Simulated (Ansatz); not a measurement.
Abridged output of a molecular run in Ansatz:

```
Functional definition: HF
853 factors; integrals over basis functions are off by at most 7.1e-4 eV
mean field evaluation 1: about -22435.2101 eV, gradient 2.5e1 eV
mean field evaluation 2: about -22435.2143 eV, gradient 2.5e1 eV
mean field evaluation 4: about -22437.9187 eV, gradient 2.4e0 eV
mean field evaluation 8: about -22438.0072 eV, gradient 1.6e-1 eV
mean field -22438.00793848 eV, -824.5815827110 hartree, gradient 4.7e-6 eV, S^2 0.755005; 0 other end points of the search recorded, 0 dependent functions left out
11 core orbitals not correlated: weight in the atoms' cores, before any rotation towards them, 1.000 or more for the frozen orbitals, at most 0.000 for the correlated occupied ones
reference -22438.00793848 eV, -824.5815827110 hartree; 10, 9 occupied and 122, 123 virtual orbitals, 853 factors
second order -14.38123080 eV of doubles, -0.00000000 eV of singles
cycle   1  -14.75385850 eV  change   -3.7e-1 eV  update   8.0e-2
cycle   2  -15.08800196 eV  change   -3.3e-1 eV  update   2.5e-2
cycle   3  -15.17137218 eV  change   -8.3e-2 eV  update   1.4e-2
cycle   4  -15.16379836 eV  change    7.6e-3 eV  update   4.6e-3
cycle   5  -15.16249333 eV  change    1.3e-3 eV  update   2.3e-3
cycle   6  -15.16331130 eV  change   -8.2e-4 eV  update   8.1e-4
cycle   7  -15.16322236 eV  change    8.9e-5 eV  update   3.0e-4
cycle   8  -15.16330584 eV  change   -8.3e-5 eV  update   1.1e-4
cycle   9  -15.16331968 eV  change   -1.4e-5 eV  update   3.6e-5
cycle  10  -15.16329822 eV  change    2.1e-5 eV  update   1.6e-5
perturbative correction -0.58451196 eV, -0.0214804184 hartree
Total energy: -22453.75574866 eV, -825.1603040608 hartree
Checks for a lower state left out: cluster_reference
```

Its atoms:

Cartesian coordinates in Å:
```
O -0.182 0.124 -1.160
Si 0.035 0.476 0.427
Cl -0.309 -1.180 1.611
H -1.015 -0.269 -1.429
H 1.471 0.849 0.552
```

Task: Which basis set was used?
A. cc-pV(D+d)Z
B. cc-pV(Q+d)Z
C. def2-TZVPP
D. def2-SVP

Result: C. It gives 143 functions.

Task: Write the keys of the input that set method, charge and spin (a neutral closed shell needs none for the last two).

Result: 
```yaml
magnetization: {spin_polarized: true, initial_magnetization: 1}
correlation: {method: ccsd_t}
scf: {omitted_lower_state_checks: [cluster_reference]}
```
